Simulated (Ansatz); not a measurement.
For cubic BN, PBE-D3(BJ) in Ansatz (PAW) gives:

```
Quantity                    Value
-------------------  ------------
lattice parameter a       3.607 Å
bulk modulus B0           381 GPa
cohesive energy      7.15 eV/atom
band gap                  4.48 eV
```

What does LC-ωPBE (Ansatz, a program for electronic structure, plane waves, PAW) give for the same quantities?


- lattice constant a: 3.590 Å (falls by 0.5 %)
- bulk modulus: 418 GPa (goes up by 9.7 %)
- cohesive energy: 6.92 eV/atom (decreases by 0.23 eV/atom)
- band gap: 11.24 eV (increases by 6.76 eV)

For comparison: lattice constant a 3.593 Å (measured, corrected for zero-point motion; as tabulated in Goldzak et al. (2022), arXiv:2208.04865); bulk modulus 410 GPa (measured, 0 K value with the zero-point phonon effect removed, our sources range from 388 to 410; as tabulated in Mejia-Rodriguez and Trickey (2018), arXiv:1807.09216); cohesive energy 6.76 eV/atom (measured, static lattice: zero-point vibration energy added; as tabulated in Mejia-Rodriguez and Trickey (2018), arXiv:1807.09216); band gap 6.2 eV (measured, 300 K, not corrected to a static lattice; as tabulated in arXiv:1206.3780).

Changes are worked out from the printed values.

Unless a cell is named, each level is at its own relaxed cell (PBE-D3(BJ) 5.86, LC-ωPBE 5.78 Å³/atom).

Density-functional gaps are differences of (generalised) Kohn–Sham levels.

Ansatz's density-functional and Hartree–Fock values are scalar-relativistic unless marked +SOC, with PAW data made under PBE.
